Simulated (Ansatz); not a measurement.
Rhombohedral A7 Sb was calculated with rVV10 (Ansatz, a first-principles code, plane waves, PAW).

Numerical settings: plane-wave cutoff 520 eV, 16×16×16 k mesh, Fermi–Dirac smearing 0.05 eV, scalar-relativistic PAW data made under PBE.

Computed at the level's own relaxed cell.

**Question.** Estimate the equilibrium volume per atom, bulk modulus, lattice constant a and c axis length that the calculation returns.

**Answer.** 
- equilibrium volume per atom = 33.06 Å³/atom
- bulk modulus = 30.7 GPa
- lattice constant a = 4.411 Å
- c axis length = 11.769 Å

The run finds no gap.

Measured, for comparison: bulk modulus 39.5 GPa (copied from a table, unchecked, extrapolated to 0 K and zero-point effects removed; as tabulated in Lejaeghere et al. (2013), arXiv:1204.2733); lattice constant a 4.301 Å, lattice parameter c 11.232 Å (78 K, zero-point motion not removed; as tabulated in Schiferl, Barrett, J. Appl. Cryst. 2, 30 (1969), COD 9009654). Computed (rounded) less measured: bulk modulus not scored (unchecked), lattice constant a +2.6 %, lattice parameter c +4.8 %.

Note: the bulk modulus comes from volumes at which shape and atoms were relaxed.

Spin–orbit coupling is not included.
